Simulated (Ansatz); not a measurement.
Geometry optimisation, RKS BLYP-D4/def2-SVP (Ansatz).

Input:

```yaml
crystal:
  periodic: [false, false, false]
  atoms:
    - { symbol: Al, position_ang: [-0.060972, -0.237944, 0.004217] }
    - { symbol: O, position_ang: [-0.029181, -0.293315, 1.772142] }
    - { symbol: H, position_ang: [-0.852499, -0.395762, 2.281234] }
    - { symbol: H, position_ang: [1.373619, -0.29475, -0.654621] }
    - { symbol: H, position_ang: [-1.460864, -0.281191, -0.740654] }
    - { symbol: F, position_ang: [0.072256, 2.464443, 0.987189] }
    - { symbol: H, position_ang: [0.196641, 1.897019, 1.721293] }
basis:
  gaussian: { orbitals: def2-SVP }
hamiltonian:
  xc: blyp
  dispersion: d4
relax:
  f_tol: 0.03
  max_steps: 50
output:
  orbitals: {}
```

Command:

```bash
$ ansatz run input.yaml --threads 1 --pin off --max-ram 2048MiB --backend cpu --events-out ev --progress --plain --runs-dir out
```

**Question.** Where does it end, and by what steps?

**Answer.** The run converged. After 15 steps the energy has fallen by 1.246 eV; H7 moved furthest, 1.02 Å. Parted: F6–H7. Joined: Al1–F6, O2–H7.

```tsv
step	energy less start (eV)	largest force component (eV/Å)	accepted
0	0.0000	0.625	yes
1	-0.1871	0.712	yes
2	-0.3971	0.906	yes
3	-0.5068	0.981	yes
4	-0.5632	0.574	yes
5	-0.6504	1.479	yes
6	-0.4509	4.284	no
7	-0.8869	1.065	yes
8	-1.0321	0.924	yes
9	-1.1285	1.774	yes
10	-1.1943	0.503	yes
11	-0.7709	3.877	no
12	-1.2334	0.331	yes
13	-1.2294	0.439	no
14	-1.2454	0.067	yes
15	-1.2463	0.027	yes
```

```xyz
7
Properties=species:S:1:pos:R:3
Al 0.033 0.399 -0.110
O -0.016 0.059 1.909
H -0.869 -0.295 2.239
H 1.403 -0.229 -0.615
H -1.411 -0.152 -0.527
F 0.089 2.071 0.287
H 0.009 1.005 2.187
```

The run took 50 s on 1 thread of Arm Neoverse N1, with other jobs on the host, peak memory 0.12 GiB.
